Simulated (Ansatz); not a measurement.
Ansatz (a quantum-chemistry and plane-wave program) input (B3LYP/6-31G*):

Ansatz 0.2 input:
```yaml
crystal:
  periodic: [false, false, false]
  atoms:
    - {symbol: C, position_ang: [-0.00000000, -0.00000000, -0.59839493]}
    - {symbol: C, position_ang: [0.00000000, 0.00000000, 0.59839493]}
    - {symbol: H, position_ang: [0.00000000, 0.00000000, 1.66106699]}
    - {symbol: H, position_ang: [-0.00000000, -0.00000000, -1.66106699]}
basis:
  gaussian:
    orbitals: 6-31G*
hamiltonian:
  xc: {name: B3LYP}
relax: {f_tol: 0.003, max_steps: 120}
```

From the last part of the output:

```
Functional definition: B3LYP
integrals: 0.00 GiB planned
390 factors; integrals over basis functions are off by at most 2.7e-4 eV
mean field: 0.07 GiB planned
mean field evaluation 1: about -2101.0962 eV, gradient 3.4e1 eV
mean field evaluation 2: about -2101.7099 eV, gradient 3.1e1 eV
mean field evaluation 4: about -2104.1339 eV, gradient 2.0e-1 eV
mean field evaluation 8: about -2104.1335 eV, gradient 1.8e-4 eV
mean field -2104.13353916 eV, -77.3254813310 hartree, gradient 7.4e-6 eV, S^2 0.000000; 0 other end points of the search recorded, 0 dependent functions left out
the calculation of the forces begins
reference -2104.13367679 eV, -77.3254863891 hartree; 7, 7 occupied and 27, 27 virtual orbitals, 390 factors
relax step   1: F+E_penalty+E_count = -2104.13353916 eV  Δ(F+E_penalty+E_count) = +0.000e0 eV  max|allowed force component| = 7.610e-1 eV/Å  Δτ_max = 0.0000 Å  (21 SCF iters, accepted)
these checks for a lower state are left out or cut short: starts, cluster_reference, orbital_swaps, neighbouring_geometries, increment
integrals: 0.00 GiB planned
390 factors; integrals over basis functions are off by at most 2.8e-4 eV
mean field: 0.07 GiB planned
mean field evaluation 16: about -2104.1378 eV, gradient 2.2e-5 eV
mean field -2104.13784343 eV, -77.3256395102 hartree, gradient 2.5e-5 eV, S^2 0.000000; 0 other end points of the search recorded, 0 dependent functions left out
the calculation of the forces begins
reference -2104.13798147 eV, -77.3256445831 hartree; 7, 7 occupied and 27, 27 virtual orbitals, 390 factors
relax step   2: F+E_penalty+E_count = -2104.13784343 eV  Δ(F+E_penalty+E_count) = -4.304e-3 eV  max|allowed force component| = 9.738e-2 eV/Å  Δτ_max = 0.0074 Å  (21 SCF iters, accepted)
these checks for a lower state are left out or cut short: starts, cluster_reference, orbital_swaps, neighbouring_geometries, increment
integrals: 0.00 GiB planned
390 factors; integrals over basis functions are off by at most 2.8e-4 eV
mean field: 0.07 GiB planned
mean field -2104.13789269 eV, -77.3256413205 hartree, gradient 2.4e-5 eV, S^2 0.000000; 0 other end points of the search recorded, 0 dependent functions left out
the calculation of the forces begins
reference -2104.13803075 eV, -77.3256463940 hartree; 7, 7 occupied and 27, 27 virtual orbitals, 390 factors
relax step   3: F+E_penalty+E_count = -2104.13789269 eV  Δ(F+E_penalty+E_count) = -4.926e-5 eV  max|allowed force component| = 2.745e-3 eV/Å  Δτ_max = 0.0006 Å  (16 SCF iters, accepted)
integrals: 0.00 GiB planned
390 factors; integrals over basis functions are off by at most 2.8e-4 eV
mean field: 0.07 GiB planned
mean field evaluation 32: about -2104.1379 eV, gradient 2.4e-3 eV
mean field -2104.13789269 eV, -77.3256413205 hartree, gradient 2.4e-5 eV, S^2 0.000000; 1 other end points of the search recorded, 0 dependent functions left out
the calculation of the forces begins
reference -2104.13803075 eV, -77.3256463940 hartree; 7, 7 occupied and 27, 27 virtual orbitals, 390 factors
Total energy: -2104.13803075 eV, -77.3256463940 hartree
Atom 0 at     0.000000    -0.000000    -0.602490 Å, force     0.000000    -0.000000     0.002745 eV/Å
Atom 1 at    -0.000000    -0.000000     0.602490 Å, force    -0.000000     0.000000    -0.002745 eV/Å
Atom 2 at    -0.000000     0.000000     1.669091 Å, force     0.000000    -0.000000     0.001256 eV/Å
Atom 3 at    -0.000000     0.000000    -1.669091 Å, force     0.000000     0.000000    -0.001256 eV/Å
Dipole moment:    -0.000000    -0.000000    -0.000000 e Å
```
